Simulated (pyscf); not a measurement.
Single points on ωB97X-D3(BJ)/def2-SVP structures (PySCF, gas phase).

Q: PBE/def2-TZVP puts the barrier of H₃C–InH–SiH₂–OH -> H₃C–In [singlet] + HO–SiH₃ (1,1-elimination; singlet surface; In–Si, H–In broken, H–Si formed) at 0.87 eV and the reaction energy at +0.04 eV, from the reactant's lowest minimum found. What do B3LYP-D3(BJ)/def2-TZVP, PBE0-D3(BJ)/def2-TZVP, ωB97M-D3(BJ)/def2-TZVP give on the same structures?

A: B3LYP-D3(BJ): ΔE‡ = 1.05 eV, ΔE = -0.11 eV; PBE0-D3(BJ): ΔE‡ = 1.05 eV, ΔE = +0.17 eV; ωB97M-D3(BJ): ΔE‡ = 1.19 eV, ΔE = +0.04 eV. PBE's barrier lies under all of them, by 0.18 to 0.32 eV. Its reaction energy lies among theirs. On the product side the descent ends in a complex (not fully relaxed), 0.22 eV under the separated species and 1.10 eV under the saddle at ωB97X-D3(BJ)/def2-TZVP. The products may also form a dative adduct at H₃C–In [singlet]; it and routes through it were not searched. One saddle was located; it need not be the lowest between these sides. Elements past Kr carry the def2 core potentials, without spin-orbit coupling.
